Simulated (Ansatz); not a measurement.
**Relative stability**

Two relaxed structures of AlH₂O₂ (charge -1), closed shell (PBE0-D4/def2-TZVPD; forces vanish, vibrations not checked).

A:

| atom | x (Å) | y (Å) | z (Å) |
| --- | --- | --- | --- |
| O1 | 1.0862 | -0.0123 | 1.0039 |
| Al2 | -0.2535 | -0.9651 | 0.2965 |
| O3 | 1.5803 | 1.1116 | 0.2259 |
| H4 | -0.2855 | 0.0569 | -1.1253 |
| H5 | 0.9870 | 1.0354 | -0.5524 |

B:

| atom | x (Å) | y (Å) | z (Å) |
| --- | --- | --- | --- |
| O1 | -1.4469 | -1.1865 | 1.0953 |
| Al2 | -0.3164 | -0.2439 | 0.1311 |
| O3 | 0.9375 | 0.6416 | 0.7013 |
| H4 | -0.7978 | -0.4555 | -1.4029 |
| H5 | -1.2333 | -1.1171 | 2.0283 |

Computed with Ansatz 0.2.0 (basis: def2-TZVPPD); correlated methods freeze the cores. B3LYP uses VWN-RPA correlation.

Q: Which structure is lower at CCSD(T), and by how much? (An estimate is asked for; the value comes from the calculation.)

A: The calculation gives: B, by 455.2 kJ/mol (electronic energy, against the other). By their contacts, A is AlH₂O₂ ([OH][O][AlH]), total charge -1 and B is AlH₂O₂ ([O][AlH][OH]), total charge -1.

All methods give the same order:

| method | E(B) − E(A) (kJ/mol) |
| --- | --- |
| PBE-D4 | -418.0 |
| r2SCAN-D4 | -450.5 |
| PBE0-D4 | -430.9 |
| B3LYP-D4 | -444.2 |
| wB97M-V | -448.2 |
| HF | -461.0 |
| MP2 | -502.4 |
| CCSD | -456.9 |
| CCSD(T) | -455.2 |

T1 diagnostic: at most 0.021. The restricted Hartree–Fock reference is unstable towards an unrestricted one at one or more of these structures.

Labels in which every atom is bracketed show which atoms are joined, not bond orders.

For scale, one of the runs: CCSD(T)/def2-TZVPPD, 162 basis functions, launched by `ansatz run in.yaml --threads 2 --pin off --events-out ev --progress --plain --max-ram 4352MiB`. Time: 33 s of wall clock on 2 CPU threads of an Intel Xeon; the host was shared. Peak host memory: 1.2 GiB.
